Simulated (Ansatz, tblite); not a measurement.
# The cluster Au2O: a ladder of methods and basis sets

Aim: run the singlet of the cluster Au2O at one geometry on many levels, and compare frontier levels, spin and run time.

Program: Ansatz 0.2.0, Gaussian basis. Level of theory: as each input shows. These are calculated values, not measurements.

Plan: GFN1-xTB, GFN2-xTB, PBE-D4/def2-TZVP, r2SCAN-D4/def2-TZVP, r2SCANh-D4/def2-TZVP, r2SCAN0-D4/def2-TZVP, B2PLYP/def2-TZVP, ωB97M-V/def2-TZVP, BHLYP-D4/def2-TZVP, PBE-D4/def2-SVP, PBE0-D4/def2-SVP, PBE0-D4/def2-TZVPD, PBE-D4/def2-TZVPD, r2SCAN-D4/def2-TZVPD, CCSD(T)/def2-TZVPP, MP2/def2-TZVP, RPA/def2-TZVP.

**1. The structure**

The geometry is that of the singlet, from an earlier relaxation (r2SCAN-D4/def2-TZVP). At that level it is the lowest of the isomers that a small search found.

3 atoms, charge 0, spin multiplicity 1.

Bond lengths: Au1–O3 1.941 Å, Au2–O3 1.941 Å. Angles: Au1–O3–Au2 100.6°.

Au takes a core potential in the def2 sets. No spin-orbit coupling is included.

PBE0-D4/def2-TZVP was run before; its log isn't repeated, and its numbers join the tables.

**2. GFN1-xTB**

Tight binding, by tblite at 300 K electronic temperature and without a spin-polarisation term:

```python
tblite.interface.Calculator('GFN1-xTB', numbers, positions, charge=0, uhf=0).singlepoint()
```

Energy -340.3099 eV, HOMO -10.96 eV, LUMO -8.95 eV; 0.002 s.

**3. GFN2-xTB**

Tight binding, by tblite at 300 K electronic temperature and without a spin-polarisation term:

```python
tblite.interface.Calculator('GFN2-xTB', numbers, positions, charge=0, uhf=0).singlepoint()
```

Energy -318.9295 eV, HOMO -9.92 eV, LUMO -7.41 eV; 0.002 s.

**4. PBE-D4/def2-TZVP**

start.molden holds the orbitals of an earlier run on this state, given as this run's starting guess.

in.yaml

```yaml
crystal:
  periodic: [false, false, false]
  atoms:
    - {symbol: Au, position_ang: [-0.662203, 0.990674, 0.990848]}
    - {symbol: Au, position_ang: [0.252530, -0.448834, -1.461787]}
    - {symbol: O, position_ang: [0.409673, -0.541840, 0.470939]}
basis:
  gaussian: {orbitals: def2-TZVP, initial_orbitals: start.molden}
hamiltonian: {xc: pbe, dispersion: d4}
scf: {omitted_lower_state_checks: [starts]}
output: {orbitals: {seedname: orbitals}}
```

Run with:

```sh
$ ansatz run in.yaml --threads 2 --pin off --events-out ev --progress --plain --max-ram 4352MiB
```

After this run come: r2SCAN-D4/def2-TZVP; r2SCANh-D4/def2-TZVP; r2SCAN0-D4/def2-TZVP; B2PLYP/def2-TZVP; ωB97M-V/def2-TZVP; BHLYP-D4/def2-TZVP; PBE-D4/def2-SVP; PBE0-D4/def2-SVP; PBE0-D4/def2-TZVPD; PBE-D4/def2-TZVPD; r2SCAN-D4/def2-TZVPD; CCSD(T)/def2-TZVPP; MP2/def2-TZVP; RPA/def2-TZVP.

**Question.** What will the summary of the whole plan be? Wanted: gap in def2-TZVP, named functionals, smallest and largest; correlation energy, CCSD(T)/def2-TZVPP; correlation energy, MP2/def2-TZVP; binding an atom, functionals in def2-TZVP; PBE0 total energy, smallest basis above largest.

The runs gave:

```
                                                 quantity                                value
gap in def2-TZVP, named functionals, smallest and largest  1.21 eV (PBE-D4), 7.70 eV (ωB97M-V)
                   correlation energy, CCSD(T)/def2-TZVPP                            -39.47 eV
                        correlation energy, MP2/def2-TZVP                            -30.41 eV
                binding an atom, functionals in def2-TZVP  0.93 (BHLYP-D4) to 1.62 eV (PBE-D4)
          PBE0 total energy, smallest basis above largest       3.00 eV (def2-SVP, def2-TZVPD)
```

In words: Over the named functionals in def2-TZVP the gap runs from 1.21 eV (PBE-D4) to 7.70 eV (ωB97M-V); exact exchange widens it. Notes on CCSD(T)/def2-TZVPP and its Hartree-Fock reference, which MP2 shares: restricted state is unstable towards broken spin symmetry.
